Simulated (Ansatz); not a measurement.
A-type hexagonal La2O3, treated with r²SCAN in Ansatz (PAW).

Settings: plane-wave cutoff 560 eV, 12×12×6 k mesh (along the axes of the cell as run), Fermi–Dirac smearing 0.01 eV, scalar-relativistic PAW data made under PBE.

Shape and atoms are relaxed at each volume.

Pressure at four volumes; x = ln(V/16.431 Å³). One pressure is withheld.

```tsv
V (Å³/atom)	x	P (GPa)
15.774	-0.0408	5.10
16.431	0.0000	0.00
16.760	0.0198	-2.22
17.088	0.0392	?
```

Pass a parabola P(x) through the three rows shown, estimate the bulk modulus and its pressure derivative near zero pressure, and predict the withheld pressure.

Slopes between the rows: (0.00 − (5.10))/(0.0000 − (-0.0408)) = -125.00 and (-2.22 − (0.00))/(0.0198 − (0.0000)) = -112.12 GPa. Their difference over the span 0.0606 is c = 12.88/0.0606 = 212.5 GPa, so P(x) = 5.10 + (-125.00)(x − (-0.0408)) + 212.5 (x − (-0.0408))(x − (0.0000)). At the middle row B = −dP/dx = −[-125.00 + 212.5 × 0.0408] = 116.3 GPa, and B′ = dB/dP = 2c/B = 3.7. At x = 0.0392 the parabola gives -4.23 GPa; the run gives -4.24 GPa. The Birch–Murnaghan fit to the energies at all volumes has B0 = 116 GPa and B′ = 3.6.

Measured, for comparison: bulk modulus 113 GPa (300 K, not corrected to a static lattice; as tabulated in Santana et al. (2016), arXiv:1608.06321). Computed (rounded) less measured: bulk modulus +3 %. A static lattice is as a rule a little smaller and stiffer than an uncorrected measurement, which narrows the difference in the bulk modulus and would widen misses of the other sign.

Note: the bulk modulus comes from volumes at which shape and atoms were relaxed.

Spin–orbit coupling is not included.

Ansatz is a program for electronic structure.
